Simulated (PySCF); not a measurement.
# C2H2ClF3: core ionisation energies

C₂H₂ClF₃.
Bonds: F1–C2, C2–C3, C3–F4, C3–F5, C3–Cl6. Hydrogens: H7, H8 on C2.

Method: delta-SCF UKS SCAN, pcX-2 on the ionised atom, pcseg-1 elsewhere, spin-free X2C (PySCF 2.14.0). Binding energies are ΔSCF values: E(core-ionised, relaxed orbitals) − E(ground state) at a fixed geometry, referred to the vacuum level.

Q: List the computed XPS lines with their assignment.

A: 
```csv
atom(s),bonded to,level,binding energy (eV),2p1/2 (eV),above the level's lowest (eV),count
Cl6,C,Cl 1s,2829.69,–,0.00,1
F4/F5,C,F 1s,694.25,–,+0.73,2
F1,C,F 1s,693.52,–,0.00,1
C3,"2 F, Cl and C",C 1s,297.77,–,+3.26,1
C2,"F, C and 2 H",C 1s,294.51,–,0.00,1
Cl6,C,Cl 2p3/2,207.13,208.78,0.00,1
```

Lowest listed C 1s: C2, bonded to F, C and 2 H. Highest, 3.26 eV above it: C3, bonded to 2 F, Cl and C. Summing the Pauling electronegativity differences to the bonded atoms, each weighted by its formal bond order, gives +0.73 for the lowest site and +3.47 for the highest.

Lowest listed F 1s: F1, bonded to C. Highest, 0.73 eV above it: F4/F5, bonded to C. Summing the Pauling electronegativity differences to the bonded atoms, each weighted by its formal bond order, gives -1.43 for the lowest site and -1.43 for the highest; the sum is the same at every site.

Q: Which effective nuclear charge Zeff reproduces each element's mean 1s value in the hydrogen-like formula E = 13.606 eV × Zeff²?

A: C (Z = 6): mean 296.1 eV, Zeff = 4.67, Z − Zeff = 1.33; F (Z = 9): mean 694.0 eV, Zeff = 7.14, Z − Zeff = 1.86; Cl (Z = 17): mean 2829.7 eV, Zeff = 14.42, Z − Zeff = 2.58. Means run over the listed sites, weighted by atom count.

The first atom of each set that the bonding makes equivalent was ionised and stands for the set. 2p3/2 and 2p1/2 are the ΔSCF energy of one spin-free 2p hole plus the eigenvalues of a spin–orbit and ligand-field matrix of the shell. 2p1/2 minus 2p3/2 (ligand field included): Cl 1.65 eV. Isolated species at its GFN2-xTB geometry (one conformer only).

Hardware: x86-64 server, one thread, no GPU, on a shared host. Cost: 38 s of wall time.

Conformer computed: `[F:1][CH2:2][C:3]([F:4])([F:5])[Cl:6]`: F1–C2–C3–F4 -60°.
